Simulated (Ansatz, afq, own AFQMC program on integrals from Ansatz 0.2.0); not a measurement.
AFQMC on a folder of integrals that Ansatz 0.2.0 wrote.

```yaml
crystal:
  periodic: [false, false, false]
  atoms:
    - {symbol: Na, position_ang: [0.000000, 0.000000, 0.000000]}
    - {symbol: H, position_ang: [0.000000, 0.000000, -2.065760]}
    - {symbol: H, position_ang: [0.000000, 0.000000, 2.065760]}
basis:
  gaussian: {orbitals: aug-cc-pVDZ}
total_charge: -1
magnetization: {spin_polarized: false}
correlation: {method: ccsd_t, electrons: outside_noble_gas, hamiltonian_folder: ham}
```

```sh
$ ansatz run in.yaml --threads 1 --pin off --events-out ev --progress --plain --max-ram 1843MiB
```

Options of the walk:

```
--method phaseless --trial cisd --walkers 70 --populations 1 --least-time 40 --time-step 0.005 --steps-per-block 50 --equilibration-blocks 28 --max-blocks 300 --target-error 0.00024 --factor-cut 1e-05 --seed 9947 --release-times 0.24,0.51,0.99,1.62,2.4 --release-step 0.03 --release-every 4 --taylor-order 6
```

Times are imaginary, in 1/Eh. The walk had a cap of 505 s.

```
orbitals 40  electrons 2 2  factors 279 of 419
reference energy -162.94700570 Eh
CCSD correlation -0.06940038 Eh in 12 cycles, weight of the determinant in the CISD state 0.9315
energy of the start -163.016406 Eh
 block  time / (1/Eh)  mean weight  energy / Eh
     1     0.250  1.0004  -163.016063
     2     0.500  1.0007  -163.015953
     3     0.750  1.0005  -163.016115
     4     1.000  1.0006  -163.016033
     5     1.250  1.0004  -163.016078
     7     1.750  1.0001  -163.016222
     9     2.250  1.0000  -163.016201
    13     3.250  0.9997  -163.016667
    21     5.250  0.9994  -163.016206
    29     7.250  0.9995  -163.016462
    37     9.250  0.9996  -163.016389
    45    11.250  1.0000  -163.016039
    53    13.250  1.0002  -163.016323
    61    15.250  0.9991  -163.016126
    69    17.250  1.0005  -163.017022
    77    19.250  0.9999  -163.016707
    85    21.250  1.0000  -163.016967
    93    23.250  1.0011  -163.018406
    97    24.250  1.0000  -163.015454
   101    25.250  1.0010  -163.016344
   109    27.250  0.9985  -163.017463
   117    29.250  1.0004  -163.017446
   125    31.250  1.0004  -163.016541
   133    33.250  1.0009  -163.016690
   141    35.250  1.0007  -163.016514
   149    37.250  0.9998  -163.016331
   153    38.250  0.9995  -163.018751
   157    39.250  1.0001  -163.016305
   165    41.250  1.0006  -163.016687
   173    43.250  1.0003  -163.016325
   181    45.250  1.0003  -163.015862
   185    46.250  1.0006  -163.016878
blocks merged  error / Eh  count
     1  0.000050  160
     2  0.000059  80
     4  0.000074  40
     8  0.000088  20
    16  0.000115  10
released: time / (1/Eh)  energy / Eh  error  mean overlap
  0.24  -163.016577  0.000107  0.9995
  0.51  -163.016615  0.000087  1.0017
  0.99  -163.016697  0.000074  1.0015
  1.62  -163.016621  0.000076  1.0005
  2.40  -163.016676  0.000069  1.0051
energy -163.016651 +/- 0.000088 Eh
(rows thinned)
```

**Question.** Estimate how long the walk took on 1 thread of Arm Neoverse V2, on a shared host.

**Answer.** 72 s of wall time.

The run passed its tests (sampling time, drift between the halves within three errors, error under three times the target), which doesn't prove that it has relaxed.

Against this walk (error 2.4 meV) on the same determinant: CCSD(T) 1.5 meV higher (within the noise), CCSDT(Q) 1.3 meV lower (within the noise), full CI 1.4 meV lower (within the noise). The error is statistical and leaves out the bias of the constraint. Released to 2.40 1/Eh the energy moves by -1 ± 3 meV (both errors), within twice the noise.

Cautions: constraint bias not in the error.

CCSDT and higher add their correlation energy to the determinant of the CCSD(T) run, since their own runs factorise the integrals more tightly (a shift of under 2 meV). A walk keeps the symmetry of its determinant, which the program's search chose and which needn't be the lowest solution, so a lower state of the same spin and another symmetry isn't excluded.
